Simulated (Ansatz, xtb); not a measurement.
**C5H7Cl: which of two isomers lies lower**

We compare X, `C=C/C=C(/C)Cl`, a singlet, with Y, `C=C/C=C(\C)Cl`, a singlet. Both are isolated molecules in the gas phase, relaxed with B3LYP-D3(BJ)/def2-SVP; the shapes shown needn't be the lowest conformers.

X (Å):

```yaml
atoms:
  - { symbol: C, position_ang: [-3.3522, 2.4139, -0.0071] }
  - { symbol: C, position_ang: [-2.2549, 1.7814, -0.4563] }
  - { symbol: C, position_ang: [-1.5062, 0.8104, 0.3217] }
  - { symbol: C, position_ang: [-0.4020, 0.1391, -0.0591] }
  - { symbol: C, position_ang: [0.3451, -0.8555, 0.7699] }
  - { symbol: Cl, position_ang: [0.3002, 0.3852, -1.6542] }
  - { symbol: H, position_ang: [-3.7507, 2.2264, 0.9950] }
  - { symbol: H, position_ang: [-3.8852, 3.1381, -0.6272] }
  - { symbol: H, position_ang: [-1.8816, 1.9911, -1.4630] }
  - { symbol: H, position_ang: [-1.8733, 0.5944, 1.3312] }
  - { symbol: H, position_ang: [0.3772, -1.8374, 0.2691] }
  - { symbol: H, position_ang: [-0.1319, -0.9745, 1.7535] }
  - { symbol: H, position_ang: [1.3901, -0.5359, 0.9179] }
```

Y (Å):

```xyz
13

C     0.0089    1.1294   -1.9764
C    -0.4840    0.7484   -0.7853
C    -1.7391    1.2384   -0.2387
C    -2.2727    0.8853    0.9477
C    -1.7283   -0.0645    1.9657
Cl   -3.8085    1.5984    1.4237
H    -0.5234    1.8456   -2.6100
H     0.9565    0.7376   -2.3528
H     0.0851    0.0295   -0.1874
H    -2.2933    1.9561   -0.8506
H    -0.7721   -0.4987    1.6463
H    -2.4424   -0.8841    2.1481
H    -1.5758    0.4496    2.9287
```

Energies in hartree; the thermal terms are from GFN2-xTB frequencies at re-optimised GFN2-xTB minima (ideal gas, soft modes damped towards free rotors, one conformer each, 298.15 K, 1 atm) and include the zero-point energy:

```
                              X           Y
E, CCSD(T)/def2-SVP  −653.494890  −653.492449
    E, MP2/def2-SVP  −653.401708  −653.399189
  E, MP2/def2-TZVPP  −653.972233  −653.970335
  zero-point energy     0.101606     0.101553
       H(298 K) − E     0.109830     0.109879
       G(298 K) − E     0.069971     0.069617
```

Correct the CCSD(T) difference for the basis set by the MP2 change, then work out ΔE, ΔE₀, ΔH and ΔG for X → Y in kJ/mol (1 Eh = 2625.50 kJ/mol) and the equilibrium ratio [Y]/[X].

1. Differences Y − X: CCSD(T) +0.002441, MP2 in the small set +0.002519, MP2 in the large set +0.001898 Eh.
2. ΔE = +0.002441 + (+0.001898 − (+0.002519)) = +0.001820 Eh = +4.78 kJ/mol.
3. ΔE₀ = ΔE + ΔZPE = +0.001820 + (−0.000053) Eh = +4.64 kJ/mol.
4. ΔH = ΔE + (+0.000049) Eh = +4.91 kJ/mol.
5. ΔG = ΔE + (−0.000354) Eh = +3.85 kJ/mol, so ΔS = (ΔH − ΔG)/T = +3.5 J/(mol K).
6. kT = 0.9442 mEh, so K = [Y]/[X] = exp(−ΔG/kT) = exp(−1.55) ≈ 0.21.

The two are too close for this level to say which is favoured. An error of 4 kJ/mol in ΔG would change K by a factor of 5. Mirror images and further conformers aren't counted.

As drawn, both hold the same kinds of bond in the same numbers.

Other levels gave ΔE = +2.8 (GFN2-xTB); +4.7 (HF/STO-3G, GFN2-xTB geometries); +5.9 (r2SCAN-D4/def2-SVP, GFN2-xTB geometries); +5.9 (B3LYP-D3(BJ)/def2-SVP); +6.8 (HF/def2-SVP); +6.6 (MP2/def2-SVP); +6.4 (CCSD(T)/def2-SVP) kJ/mol. The correlated steps freeze 10 core orbitals. Programs: Ansatz 0.2.0, xtb 6.7.1.
